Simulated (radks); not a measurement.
**Cl⁴⁺ in [Ne] 3s2 4s1: an all-electron calculation**

One table from this session's results is given with a row withheld; the runs are named, their logs left out.

The numbers are computed with radks (a radial shooting solver on a logarithmic mesh, Libxc functionals) version 1 (scalar-relativistic Kohn-Sham, AM05, spin-unpolarised, spherical densities, finite nucleus), except any that are marked as measured or tabulated.

### What is computed

| Item | Value |
| --- | --- |
| element | chlorine (Z = 17) |
| charge | +4 |
| electrons | 13 |
| configuration | [Ne] 3s2 4s1 |
| nuclear rms radius | 3.3654 fm |

Outer shells as boxes (Hund's rule):

Cl⁴⁺
```
[Ne] core
3s [↑↓]
4s [↑ ]
```

The first run:

Settings of this run:

```text
Z 17
configuration [Ne] 3s2 4s1 3p0 3d0 5s0 4f0
relativity scalar-relativistic
functional am05,am05
spin unpolarised
nucleus finite rms 3.3654 fm
c 137.035999084
```

Command:

```console
python run_ks.py task.json out
```

This one command runs every case of the session in turn.

One of the session's tables, all rows but one given; the rest of the session is left out.

It belongs to the step «Radial structure». Radial moments (bohr):

```
level      <r>  outermost maximum (interpolated)  90 % within  nodes
   1s  0.09114                            0.0596        0.163      0
   2s   0.4429                             0.362        0.692      1
   2p   0.4040                             0.300        0.670      0
   3s    1.323                              1.19         1.95      2
   3p    1.404                              1.24         2.11      1
   3d    1.538                              1.26         2.41      0
   4s    2.900                              2.80         4.10      3
   4f    3.396                              3.01         4.96      0
   5s        ?                                 ?            ?      ?
```

Estimate the missing values for 5s.

**Answer.** <r>: 5.163; outermost maximum (interpolated): 5.23; 90 % within: 7.18; nodes: 4. In the column «<r>» it is the highest.
